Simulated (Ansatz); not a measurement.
**One shape, several levels: PO2 (phosphorus dioxide)**

We compute a comparison of 6 runs (UHF/STO-3G, U-revPBE/STO-3G, U-wB97X/STO-3G, UBLYP/STO-3G, UHSE06/STO-3G, UMP2/STO-3G) of PO2 (phosphorus dioxide). 

The results are computed with Ansatz 0.2.0.

41 further runs of the same task are left out: 9 that didn't finish, 32 set aside as unsound or not needed.

## Step 1: Starting point

PO2 has 3 atoms, charge 0, and is taken as a doublet. SMILES: `[O]P=O`. The P2–O1 distance was set to 2.928 Å, away from the relaxed value. At this shape a bond of the SMILES string is far longer than usual.

Bond lengths: P2–O3 1.464 Å. A long bond or contact: O1–P2 2.928 Å.

## Step 2: A single-point energy at UHF/STO-3G (run 1)

Input file input.yaml:

```yaml
basis:
  gaussian:
    orbitals: STO-3G
crystal:
  periodic: [false, false, false]
  atoms:
    - {symbol: O, position_ang: [1.067359, 2.375588, 0.847469]}
    - {symbol: P, position_ang: [-0.403940, 0.077030, -0.212130]}
    - {symbol: O, position_ang: [0.072230, -1.303340, -0.105540]}
magnetization:
  spin_polarized: true
  initial_magnetization: 1
hamiltonian:
  xc: hf
accuracy: high
```

On the command line:

```console
$ ansatz run input.yaml --threads 1 --pin off --max-ram 2610MiB --events-out events.jsonl --progress --plain --runs-dir runs
```

The program printed:

```text
Warning: RAYON_NUM_THREADS=1 ignored (pool sized by the plan → 1); use --threads N
Functional definition: HF
  name "HF"
  exchange = exact_x
  correlation = 0
306 factors; integrals over basis functions are off by at most 2.4e-8 eV
mean field evaluation 1: about -13168.8211 eV, gradient 2.5e1 eV
mean field evaluation 2: about -13168.8408 eV, gradient 2.5e1 eV
mean field evaluation 4: about -13116.4214 eV, gradient 6.3e1 eV
mean field evaluation 8: about -13180.5647 eV, gradient 8.4e0 eV
mean field evaluation 16: about -13182.2853 eV, gradient 7.9e-3 eV
mean field evaluation 32: about -13183.8812 eV, gradient 7.5e-2 eV
mean field evaluation 64: about -13183.8645 eV, gradient 5.2e-1 eV
mean field evaluation 96: about -13183.7871 eV, gradient 9.2e-2 eV
mean field evaluation 128: about -13183.3342 eV, gradient 1.8e-1 eV
mean field evaluation 160: about -13183.8792 eV, gradient 3.8e-6 eV
mean field evaluation 192: about -13183.3645 eV, gradient 5.5e-1 eV
mean field evaluation 224: about -13182.0503 eV, gradient 2.9e-1 eV
mean field evaluation 256: about -13140.4603 eV, gradient 3.8e1 eV
mean field evaluation 288: about -13182.5972 eV, gradient 1.0e-2 eV
mean field -13183.88127273 eV, -484.4987004171 hartree, gradient 1.5e-8 eV, S^2 2.271199; 7 other end points of the search recorded, 0 dependent functions left out
reference -13183.88127273 eV, -484.4987004171 hartree; 16, 15 occupied and 3, 4 virtual orbitals, 306 factors
Total energy: -13183.88127273 eV, -484.4987004171 hartree
```

It took 0.71 s on 1 thread of Arm Neoverse V2, shared host.

## Step 3: A single-point energy at U-revPBE/STO-3G (run 2)

Input file job.yaml:

```yaml
crystal:
  periodic: [false, false, false]
  atoms:
    - {symbol: O, position_ang: [1.067359, 2.375588, 0.847469]}
    - {symbol: P, position_ang: [-0.403940, 0.077030, -0.212130]}
    - {symbol: O, position_ang: [0.072230, -1.303340, -0.105540]}
basis:
  gaussian: {orbitals: STO-3G}
accuracy: high
hamiltonian: {xc: {name: revPBE}}
magnetization: {spin_polarized: true, initial_magnetization: 1}
```

On the command line:

```console
$ ansatz run job.yaml --threads 1 --pin off --max-ram 2610MiB --events-out events.jsonl --progress --plain --runs-dir runs
```

The program printed, cut to the lines that bear on the results:

```text
Warning: RAYON_NUM_THREADS=1 ignored (pool sized by the plan → 1); use --threads N
Functional definition: revPBE
  name "revPBE"
[...]
306 factors; integrals over basis functions are off by at most 2.4e-8 eV
[...]
mean field -13212.45537050 eV, -485.5487791419 hartree, gradient 2.3e-8 eV, S^2 1.448739; 13 other end points of the search recorded, 0 dependent functions left out
reference -13212.45537194 eV, -485.5487791948 hartree; 16, 15 occupied and 3, 4 virtual orbitals, 306 factors
Total energy: -13212.45537194 eV, -485.5487791948 hartree
```

Run time: 10 s. Hardware: 1 thread of Arm Neoverse V2, shared host; peak memory 0.11 GiB.

Run 3 isn't shown in full; the table further down has it.

## Step 4: A single-point energy at UBLYP/STO-3G (run 4)

Input file job.yaml:

```yaml
crystal:
  periodic: [false, false, false]
  atoms:
    - symbol: O
      position_ang: [1.067359, 2.375588, 0.847469]
    - symbol: P
      position_ang: [-0.403940, 0.077030, -0.212130]
    - symbol: O
      position_ang: [0.072230, -1.303340, -0.105540]
basis:
  gaussian: {orbitals: STO-3G}
magnetization: {spin_polarized: true, initial_magnetization: 1}
hamiltonian: {xc: {name: BLYP}}
accuracy: high
```

On the command line:

```console
$ ansatz run job.yaml --threads 1 --pin off --max-ram 2610MiB --events-out events.jsonl --progress --plain --runs-dir runs
```

The program printed, cut to the lines that bear on the results:

```text
Warning: RAYON_NUM_THREADS=1 ignored (pool sized by the plan → 1); use --threads N
Functional definition: BLYP
  name "BLYP"
[...]
306 factors; integrals over basis functions are off by at most 2.4e-8 eV
[...]
mean field -13213.06405453 eV, -485.5711478676 hartree, gradient 3.4e-8 eV, S^2 1.435929; 18 other end points of the search recorded, 0 dependent functions left out
reference -13213.06408329 eV, -485.5711489242 hartree; 16, 15 occupied and 3, 4 virtual orbitals, 306 factors
Total energy: -13213.06408329 eV, -485.5711489242 hartree
```

It took 12 s on 1 thread of Arm Neoverse V2, shared host; peak memory 0.11 GiB.

Run 5 isn't shown in full; the table further down has it.

## Step 5: A single-point energy at UMP2/STO-3G (run 6)

Input file molecule.yaml:

```yaml
crystal:
  periodic: [false, false, false]
  atoms:
    - {symbol: O, position_ang: [1.067359, 2.375588, 0.847469]}
    - {symbol: P, position_ang: [-0.403940, 0.077030, -0.212130]}
    - {symbol: O, position_ang: [0.072230, -1.303340, -0.105540]}
basis:
  gaussian: {orbitals: STO-3G}
magnetization: {spin_polarized: true, initial_magnetization: 1}
correlation: {method: mp2, frozen_orbitals: {O: 1, P: 5}}
accuracy: high
```

On the command line:

```console
$ ansatz run molecule.yaml --threads 1 --pin off --max-ram 2610MiB --events-out events.jsonl --progress --plain --runs-dir runs
```

The program printed, cut to the lines that bear on the results:

```text
Warning: RAYON_NUM_THREADS=1 ignored (pool sized by the plan → 1); use --threads N
[... 2 set-up lines as earlier in the session ...]
[...]
306 factors; integrals over basis functions are off by at most 2.4e-8 eV
[...]
mean field -13183.88127273 eV, -484.4987004171 hartree, gradient 1.5e-8 eV, S^2 2.271199; 20 other end points of the search recorded, 0 dependent functions left out
7 core orbitals not correlated: weight in the atoms' cores, before any rotation towards them, 1.000 or more for the frozen orbitals, at most 0.000 for the correlated occupied ones
reference -13183.88127273 eV, -484.4987004171 hartree; 9, 8 occupied and 3, 4 virtual orbitals, 306 factors
second order -1.41386572 eV of doubles, -0.00000000 eV of singles
Total energy: -13185.29513845 eV, -484.5506590240 hartree
```

Wall time 1.1 s (1 thread of Arm Neoverse V2, shared host).

## Step 6: All runs side by side

```tsv
run	level	frozen core orbitals	energy (Eh)	⟨S²⟩	wall time
1	UHF/STO-3G	–	-484.498700	2.271	0.71 s
2	U-revPBE/STO-3G	–	-485.548779	1.449	10 s
3	U-wB97X/STO-3G	–	-485.607397	1.701	21 s
4	UBLYP/STO-3G	–	-485.571149	1.436	12 s
5	UHSE06/STO-3G	–	-485.366493	1.651	6.9 s
6	UMP2/STO-3G	7	-484.550659	2.271	1.1 s
```

## Step 7: Outcome

```
                                          quantity          value
                               run 6: total energy  -484.55066 Eh
run 6: correlation energy (7 core orbitals frozen)      -52.0 mEh
          run 6: ⟨S²⟩ of the reference determinant          2.271
```

What this shows: Totals of different functionals can't be ranked against each other. In runs 1, 2, 3, 4, 5, 6 the basis is minimal, so the values are rough. Spin contamination of the reference: run 1 ⟨S²⟩ = 2.27, run 6 ⟨S²⟩ = 2.27, run 3 ⟨S²⟩ = 1.70, run 5 ⟨S²⟩ = 1.65, run 2 ⟨S²⟩ = 1.45, run 4 ⟨S²⟩ = 1.44. Where it is this large, the reference is a mixture of spin states, and values that rest on it are in doubt. All runs together took 52 s, the longest 21 s.
